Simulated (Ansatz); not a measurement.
Working through a rigid scan of one bond length of C2H5N, SMILES C1CN1

With Ansatz's Python interface.

Typed at the interpreter:
```pycon
>>> import ansatz as az
>>> import numpy as np
>>> c2h5n = (
...     az.Crystal.molecule()
...     .atom("C", [0.7938, -0.0677, 0.0252])
...     .atom("C", [-0.66, -0.447, -0.0048])
...     .atom("N", [-0.2018, 0.8185, -0.567])
...     .atom("H", [1.2319, 0.2479, 0.9633])
...     .atom("H", [1.4648, -0.5582, -0.6689])
...     .atom("H", [-0.9787, -1.1956, -0.7193])
...     .atom("H", [-1.2322, -0.3949, 0.9124])
...     .atom("H", [-0.4178, 1.5969, 0.0589])
... )
>>> symbols = [site.symbol for site in c2h5n.cartesian_sites]
>>> start = np.array([site.position_ang for site in c2h5n.cartesian_sites])
>>> axis = (start[5] - start[1]) / np.linalg.norm(start[5] - start[1])
>>> moving = [5]
>>> lengths, energies = [0.953, 0.996, 1.039, 1.083, 1.126, 1.169, 1.213, 1.278], []
>>> for length in lengths:
...     xyz = start.copy()
...     xyz[moving] += (length - np.linalg.norm(start[5] - start[1])) * axis
...     point = az.Crystal.molecule()
...     for symbol, place in zip(symbols, xyz):
...         point = point.atom(symbol, place.tolist())
...     setup = point.calculation()
...     setup = setup.basis(gaussian="6-31G*").functional("b3lyp")
...     data = setup.run().report
...     energies.append(data["free_energy_ev"])
...     print(f"r = {length:6.3f} A  E = {energies[-1]:.5f} eV  <S^2> = {abs(data['mean_field']['state']['spin_squared']):.3f}")
...
r =  0.953 A  E = -3643.68601 eV  <S^2> = 0.000
r =  0.996 A  E = -3643.92430 eV  <S^2> = 0.000
r =  1.039 A  E = -3644.05382 eV  <S^2> = 0.000
r =  1.083 A  E = -3644.09833 eV  <S^2> = 0.000
r =  1.126 A  E = -3644.07494 eV  <S^2> = 0.000
r =  1.169 A  E = -3644.00053 eV  <S^2> = 0.000
r =  1.213 A  E = -3643.88405 eV  <S^2> = 0.000
r =  1.278 A  E = -3643.65829 eV  <S^2> = 0.000
>>> # quartic fit about the minimum
>>> fit = np.polynomial.Polynomial.fit(lengths, np.array(energies) - min(energies), 4).convert()
>>> roots = [r.real for r in fit.deriv().roots() if abs(r.imag) < 1e-9 and fit.deriv(2)(r.real) > 0]
>>> r_e = min(roots, key=lambda r: abs(r - lengths[int(np.argmin(energies))]))
>>> print(f"minimum of the fit at {r_e:.4f} A, force constant {fit.deriv(2)(r_e):.2f} eV/A^2")
minimum of the fit at 1.0873 A, force constant 34.79 eV/A^2
```

Total energies depend on the basis set; only differences at equal settings carry meaning. The rest of the molecule is held rigid at a force-field or estimated start geometry, and the basis set is modest; single-reference methods fail as a bond breaks. b3lyp holds the VWN-RPA fit, as in Gaussian; the form of ORCA and Turbomole is b3lyp5. The orbitals are restricted, so S² is zero by construction. Hardware and time: 7.9 s on 1 thread of Arm Neoverse V2, with other jobs on the host, peak memory 0.17 GiB.
